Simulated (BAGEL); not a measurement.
# AlH3Cl− (SMILES [AlH3-][Cl]) at FCI/STO-3G (density fitting with qzvpp-jkfit)

What is the vertical ionisation energy of AlH3Cl− at FCI/STO-3G (density fitting with qzvpp-jkfit)? 

The calculation is run with BAGEL 1.2.2.

1 further run of the same task is left out (it didn't finish).

## (1) Starting point

AlH3Cl−: 5 atoms, total charge -1, spin state singlet. SMILES: `[AlH3-][Cl]`. The shape comes from GFN2-xTB, which is rough for such elements, and wasn't checked as a minimum.

Bond lengths: Al1–Cl2 2.098 Å, Al1–H3 1.609 Å, Al1–H4 1.608 Å, Al1–H5 1.608 Å. Angles: Cl2–Al1–H3 107.0°, Cl2–Al1–H4 107.0°, Cl2–Al1–H5 107.1°, H3–Al1–H4 111.8°, H3–Al1–H5 111.7°, H4–Al1–H5 111.8°.

## (2) The energy at FCI/STO-3G (density fitting with qzvpp-jkfit)

Contents of job.json:

```json
{ "bagel" : [

{
  "title" : "molecule",
  "basis" : "sto-3g",
  "df_basis" : "qzvpp-jkfit",
  "angstrom" : true,
  "geometry" : [
    { "atom" : "Al", "xyz" : [    0.109160,   -0.000440,   -0.082500 ] },
    { "atom" : "Cl", "xyz" : [   -1.562720,   -0.002110,    1.184250 ] },
    { "atom" : "H", "xyz" : [    0.226090,    1.478490,   -0.704190 ] },
    { "atom" : "H", "xyz" : [   -0.160190,   -1.106410,   -1.218300 ] },
    { "atom" : "H", "xyz" : [    1.387660,   -0.369540,    0.820730 ] }
  ]
},
{
  "title" : "hf",
  "charge" : -1
},
{
  "title" : "fci",
  "nstate" : 1,
  "charge" : -1,
  "ncore" : 10
}

]}
```

Run with:

```console
$ BAGEL_NUM_THREADS=1 BAGEL job.json > job.out
```

What it wrote:

```text
* using 1 threads per process

  ===============================================================
  ===============================================================

  *** Geometry ***

  { "atom" : "Al", "xyz" : [      0.206283,     -0.000831,     -0.155902 ] },
  { "atom" : "Cl", "xyz" : [     -2.953113,     -0.003987,      2.237908 ] },
  { "atom" : "H", "xyz" : [      0.427248,      2.793941,     -1.330726 ] },
  { "atom" : "H", "xyz" : [     -0.302715,     -2.090812,     -2.302253 ] },
  { "atom" : "H", "xyz" : [      2.622297,     -0.698329,      1.550955 ] },

  Number of auxiliary basis functions:      310

  Since a DF basis is specified, we compute 2- and 3-index integrals:
    o Being stored without compression. Storage requirement is 0.001 GB

  Number of basis functions:       21
  Number of electrons      :       33

    * METHOD: MOLECULE                             0.05

  *** RHF ***

  === Nuclear Repulsion ===
    78.1966897829

      * DIIS with orbital gradients will be used.

  === RHF iteration (sto-3g) ===
      0       -695.28654552          0.01016056           0.00
      1       -695.30916608          0.00208424           0.00
      2       -695.31024894          0.00039356           0.00
      3       -695.31028971          0.00001871           0.00
      4       -695.31028981          0.00000161           0.00
      5       -695.31028981          0.00000022           0.00
      6       -695.31028981          0.00000003           0.00
      7       -695.31028981          0.00000000           0.00
    * SCF iteration converged.

    * Permanent dipole moment:
           (    0.407776,     0.003030,    -0.310074) a.u.

    * METHOD: HF                                   0.07

  ---------------------------
        FCI calculation
  ---------------------------

  Performs exactly the same way as Knowles & Handy 1984 CPL

  o alpha-beta strings
      length:           660
  o size of the space
      determinant space:  108900
      spin-adapted space: 32670

  o single displacement lists (alpha)
      length:         11550
  o single displacement lists (beta)
      length:         11550

     guess   0:   closed 1111111....          open ...........

  === FCI iteration ===

      0  0      -695.31028981     8.07e-04      0.16
      1  0      -695.35974267     2.36e-04      0.16
      2  0      -695.36248524     7.44e-05      0.16
      3  0      -695.36271376     2.18e-05      0.16
      4  0      -695.36272956     6.87e-06      0.16
      5  0      -695.36273105     2.21e-06      0.16
      6  0      -695.36273118     6.53e-07      0.16
      7  0      -695.36273119     2.18e-07      0.16
      8  0      -695.36273120     6.61e-08      0.16
      9  0      -695.36273120     2.12e-08      0.16
     10  0      -695.36273120     6.40e-09      0.16
     11  0      -695.36273120     2.07e-09      0.16
     12  0      -695.36273120     6.62e-10      0.16
     13  0      -695.36273120     1.83e-10      0.16
     14  0 *    -695.36273120     5.46e-11      0.16

     * ci vector, state   0, <S^2> = 0.0000
       2222222....    -0.9799260364

    * METHOD: FCI                                  2.43

  ===============================================================
```

Run time: 2.8 s. Hardware: 1 thread of AMD EPYC 7B13 (Zen 3), shared host; peak memory 0.18 GiB.

## (3) Doublet neutral AlH3Cl, same level

Contents of input.json:

```json
{ "bagel" : [

{
  "title" : "molecule",
  "basis" : "sto-3g",
  "df_basis" : "qzvpp-jkfit",
  "angstrom" : true,
  "geometry" : [
    { "atom" : "Al", "xyz" : [       0.109160,      -0.000440,      -0.082500 ] },
    { "atom" : "Cl", "xyz" : [      -1.562720,      -0.002110,       1.184250 ] },
    { "atom" : "H", "xyz" : [       0.226090,       1.478490,      -0.704190 ] },
    { "atom" : "H", "xyz" : [      -0.160190,      -1.106410,      -1.218300 ] },
    { "atom" : "H", "xyz" : [       1.387660,      -0.369540,       0.820730 ] }
  ]
},

{
  "title" : "hf",
  "charge" : 1
},

{
  "title" : "fci",
  "nstate" : 1,
  "ncore" : 10,
  "nspin" : 1
}

]}
```

Run with:

```console
$ BAGEL_NUM_THREADS=1 BAGEL input.json > input.out
```

What it wrote:

```text
* using 1 threads per process

  ===============================================================
  ===============================================================

  *** Geometry ***

  { "atom" : "Al", "xyz" : [      0.206283,     -0.000831,     -0.155902 ] },
  { "atom" : "Cl", "xyz" : [     -2.953113,     -0.003987,      2.237908 ] },
  { "atom" : "H", "xyz" : [      0.427248,      2.793941,     -1.330726 ] },
  { "atom" : "H", "xyz" : [     -0.302715,     -2.090812,     -2.302253 ] },
  { "atom" : "H", "xyz" : [      2.622297,     -0.698329,      1.550955 ] },

  Number of auxiliary basis functions:      310

  Since a DF basis is specified, we compute 2- and 3-index integrals:
    o Being stored without compression. Storage requirement is 0.001 GB

  Number of basis functions:       21
  Number of electrons      :       33

    * METHOD: MOLECULE                             0.07

  *** RHF ***

  === Nuclear Repulsion ===
    78.1966897829

      * DIIS with orbital gradients will be used.

  === RHF iteration (sto-3g) ===
      0       -694.65842248          0.02308067           0.00
      1       -694.64714502          0.03101171           0.00
      2       -694.82577662          0.00290645           0.00
      3       -694.82901897          0.00164755           0.00
      4       -694.83072676          0.00108387           0.00
      5       -694.83195940          0.00074964           0.00
      6       -694.83276423          0.00047027           0.00
      7       -694.83307161          0.00034155           0.00
      8       -694.83332634          0.00021703           0.00
      9       -694.83339697          0.00013449           0.00
     10       -694.83343608          0.00008318           0.00
     11       -694.83344211          0.00005687           0.00
     12       -694.83344718          0.00003244           0.00
     13       -694.83344881          0.00000404           0.00
     14       -694.83344884          0.00000153           0.00
     15       -694.83344884          0.00000022           0.00
     16       -694.83344884          0.00000007           0.00
     17       -694.83344884          0.00000003           0.00
     18       -694.83344884          0.00000001           0.00
     19       -694.83344884          0.00000001           0.00
    * SCF iteration converged.

    * Permanent dipole moment:
           (   -1.373754,    -0.478048,     1.211759) a.u.

    * METHOD: HF                                   0.11

  ---------------------------
        FCI calculation
  ---------------------------

  Performs exactly the same way as Knowles & Handy 1984 CPL

  o alpha-beta strings
      length:           792
  o size of the space
      determinant space:  152460
      spin-adapted space: 76230

  o single displacement lists (alpha)
      length:         11550
  o single displacement lists (beta)
      length:         16632

     guess   0:   closed 111111.....          open ......1....

  === FCI iteration ===

      0  0      -695.22805298     7.68e-04      0.23
      1  0      -695.30471910     3.36e-04      0.24
      2  0      -695.31517435     1.34e-04      0.23
      3  0      -695.31679681     6.50e-05      0.23
      4  0      -695.31721325     4.07e-05      0.22
      5  0      -695.31740205     2.68e-05      0.22
      6  0      -695.31746007     1.28e-05      0.23
      7  0      -695.31746968     5.01e-06      0.24
      8  0      -695.31747110     1.93e-06      0.23
      9  0      -695.31747133     8.96e-07      0.23
     10  0      -695.31747138     4.90e-07      0.24
     11  0      -695.31747141     3.34e-07      0.25
     12  0      -695.31747142     3.38e-07      0.23
     13  0      -695.31747144     4.30e-07      0.23
     14  0      -695.31747147     6.11e-07      0.22
     15  0      -695.31747156     1.21e-06      0.23
     16  0      -695.31747192     2.41e-06      0.23
     17  0      -695.31747268     2.57e-06      0.25
     18  0      -695.31747312     1.40e-06      0.23
     19  0      -695.31747323     6.37e-07      0.23
    ** throwing out 1 trial vectors **
     20  0      -695.31747325     2.64e-07      0.24
    ** throwing out 1 trial vectors **
     21  0      -695.31747325     1.03e-07      0.23
    ** throwing out 1 trial vectors **
     22  0      -695.31747325     3.82e-08      0.23
    ** throwing out 1 trial vectors **
     23  0      -695.31747325     1.36e-08      0.23
    ** throwing out 1 trial vectors **
     24  0      -695.31747325     5.14e-09      0.23
    ** throwing out 1 trial vectors **
     25  0      -695.31747325     1.96e-09      0.23
    ** throwing out 1 trial vectors **
     26  0      -695.31747325     7.29e-10      0.23
    ** throwing out 1 trial vectors **
     27  0      -695.31747325     2.88e-10      0.23
    ** throwing out 1 trial vectors **
     28  0      -695.31747325     1.31e-10      0.23
    ** throwing out 1 trial vectors **
     29  0 *    -695.31747325     9.03e-11      0.22

     * ci vector, state   0, <S^2> = 0.7500
       222222a....    -0.9221993975
       222a222....     0.2018307559
       2222a22....     0.1013768270
       22222a2....    -0.0840365974
       222ba22a...    -0.0766817383
       22222.2..a.    -0.0543585612
       222aa22b...     0.0543497579
       22222.2a...     0.0538361853
       2a22222....     0.0533024515
       222b22aa...     0.0504507536

    * METHOD: FCI                                  7.05

  ===============================================================
```

Wall time 7.5 s (1 thread of AMD EPYC 7B13 (Zen 3), shared host); peak memory 0.25 GiB.

## (4) What came out

Level: FCI/STO-3G (density fitting with qzvpp-jkfit), 10 core orbitals frozen.

```
                                           quantity          value
                      singlet AlH3Cl−: total energy  -695.36273 Eh
               doublet neutral AlH3Cl: total energy  -695.31747 Eh
vertical detachment energy (to the doublet neutral)       1.232 eV
```

The vertical ionisation energy comes to 1.23 eV (28 kcal/mol). In a minimal basis such a difference can be off by several eV, whatever the method.
